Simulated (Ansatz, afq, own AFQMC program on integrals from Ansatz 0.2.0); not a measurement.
# ZrO, triplet: AFQMC among the cluster methods

```tsv
atom	x (Å)	y (Å)	z (Å)
Zr	0.3371	-0.4997	0.3445
O	-0.9868	-0.7599	-0.7279
```

Basis def2-TZVP with its core potentials. Only valence electrons are correlated. Integrals, coupled cluster, full CI and functionals: Ansatz 0.2.0; the random walks run on the same integrals in our own AFQMC program. The CISD trial takes its coefficients from CCSD amplitudes. Released means that phaseless walkers are propagated on without the constraint, phases kept. Uncertainties: one standard error, sampling alone. No spin–orbit coupling. The metal's outer-core s and p shells are frozen, which shifts wave-function levels against functionals.

Determinant: UHF, the one that the program's search chose, which needn't be the lowest solution. The geometry is a PBE0/def2-SVP stationary point of this or a neighbouring charge and spin state.

No full CI on the walks' own integrals is used here; CCSDT(Q) serves as the reference and is uncertain by about the last step of the cluster series.

Cautions: no spin-orbit coupling; outer-core shells of the metal frozen; higher spins were not checked; (T) is large, 6 % of the CCSD correlation; the ph-AFQMC/CISD walk drifts between its halves (2.9 errors); released walk and highest rung disagree (by 25 meV at 3.00 1/Eh, later times being noisier).

```
T1 diagnostic                               : 0.0333
weight of the determinant in the CISD state : 0.887
⟨S²⟩ of the determinant                     : 2.029
size of the correlated space                : 10 electrons in 66 orbitals
```

```
  level  correlation energy (eV)
    MP2                  -8.8875
   CCSD                  -8.4178
CCSD(T)                  -8.9504
```

Task: Estimate where phaseless AFQMC with the Hartree–Fock trial lies against CCSD(T) on the same integrals.

Result: 13.9 ± 3.4 kJ/mol below CCSD(T).

Reference: CCSDT(Q), correlation energy -8.975 eV. The released energy is read at 3.00 1/Eh, later times being too noisy (meV from the phaseless value at times in 1/Eh: -7 ± 4 at 0.60, -17 ± 7 at 1.20, -11 ± 9 at 2.00, -7 ± 7 at 3.00, -20 ± 17 at 4.20).

```csv
level,E − E(reference) (kJ/mol),share of correlation (%)
CCSD(T),2.4,99.73
CCSDT,3.5,99.60
ph-AFQMC/HF,-11.5 ± 3.4,101.33
ph-AFQMC/CISD,3.0 ± 0.5,99.65
released AFQMC,2.4 ± 0.7,99.72
```

A walk keeps the symmetry of its determinant, which the program's search chose and which needn't be the lowest solution, so a lower state of the same spin and another symmetry isn't excluded. Released energies are given only where the last usable release times agree within the noise; a slower fall can still hide under it.
